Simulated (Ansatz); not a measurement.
Results of PBE (plane waves, PAW; Ansatz, a first-principles code) for rhombohedral A7 Bi.

Run with plane-wave cutoff 520 eV, 18×18×18 k mesh, Fermi–Dirac smearing 0.072 eV (set by the program), scalar-relativistic PAW data made under PBE.

Computed at the level's own relaxed cell.

### Question
Estimate the elastic constant C12, elastic constant C33, Poisson ratio, elastic constant C11, elastic constant C13, elastic constant C44 and elastic constant C66 that the calculation returns.

### Answer

elastic constant C12: 25.2 GPa
elastic constant C33: 27.7 GPa
Poisson ratio: 0.327
elastic constant C11: 63.5 GPa
elastic constant C13: 19.4 GPa
elastic constant C44: 7.67 GPa
elastic constant C66: 19.1 GPa

Measured, for comparison: elastic constant C12 24.5 GPa, elastic constant C33 40.4 GPa, elastic constant C11 69.3 GPa, elastic constant C13 25.4 GPa, elastic constant C44 13.5 GPa (4 K, zero-point motion not removed; as tabulated in Arnaud et al. (2016), arXiv:1602.08959); elastic constant C66 19.4 GPa (301 K, not corrected to a static lattice; as tabulated in Elastic Constants of Bismuth (J. Appl. Phys.)). Computed (rounded) less measured: elastic constant C12 +3 %, elastic constant C33 -31 %, elastic constant C11 -8 %, elastic constant C13 -24 %, elastic constant C44 -43 %, elastic constant C66 -2 %.

Note: the cell comes from a level without a dispersion term, which matters for the spacing of layers, chains or molecules.

Elastic constants are with the ions relaxed.

Spin–orbit coupling is not included; it can shift volumes and moduli of such heavy elements.

The computed numbers hold no vibrational or temperature effects.
